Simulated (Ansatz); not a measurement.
The input, for Ansatz 0.2.0:

```yaml
crystal:
  periodic: [false, false, false]
  atoms:
    - {symbol: As, position_ang: [0.000000, 0.000000, 0.000000]}
    - {symbol: Br, position_ang: [0.000000, 0.000000, 3.393000]}
basis:
  gaussian: {orbitals: aug-cc-pVDZ}
total_charge: -1
magnetization: {spin_polarized: false, initial_magnetization: 1}
correlation: {active_space: {ras: {orbitals: [6, 1, 37], electrons: 13, max_holes: 2, max_particles: 2}, fixed_orbitals: true}}
```

```sh
$ ansatz run in.yaml --threads 1 --pin off --events-out ev --progress --plain --max-ram 2393MiB
```

Log:

```
819 factors; integrals over basis functions are off by at most 3.7e-4 eV
mean field evaluation 1: about -130792.8368 eV, gradient 9.7e0 eV
mean field evaluation 2: about -130792.8370 eV, gradient 9.7e0 eV
mean field evaluation 4: about -130793.5332 eV, gradient 1.0e0 eV
mean field evaluation 8: about -130793.5502 eV, gradient 9.6e-4 eV
mean field evaluation 16: about -130793.5502 eV, gradient 2.0e-6 eV
mean field evaluation 32: about -130792.2134 eV, gradient 3.0e-6 eV
mean field evaluation 64: about -130793.4365 eV, gradient 1.5e0 eV
mean field evaluation 96: about -130792.8067 eV, gradient 4.6e-5 eV
mean field -130793.55020317 eV, -4806.5743149141 hartree, gradient 2.5e-6 eV, S^2 0.750000; 13 other end points of the search recorded, 0 dependent functions left out
reference -130793.55020317 eV, -4806.5743149141 hartree; 35, 34 occupied and 37, 38 virtual orbitals, 819 factors
state -130799.35624128 eV, -4806.7876828792 hartree
Total energy: -130799.35624128 eV, -4806.7876828792 hartree
```

Natural occupations: 1.9870 1.9672 1.9668 1.9631 1.9545 1.9538 0.9918 0.0421 0.0143 0.0134 0.0133 0.0132 0.0132 0.0116 0.0112 0.0107 0.0106 0.0100 0.0088 0.0082 0.0075 0.0058 0.0053 0.0046.

Ran on 1 thread of AMD EPYC 9R45, shared host: 11 s wall, 0.21 GiB peak host memory.
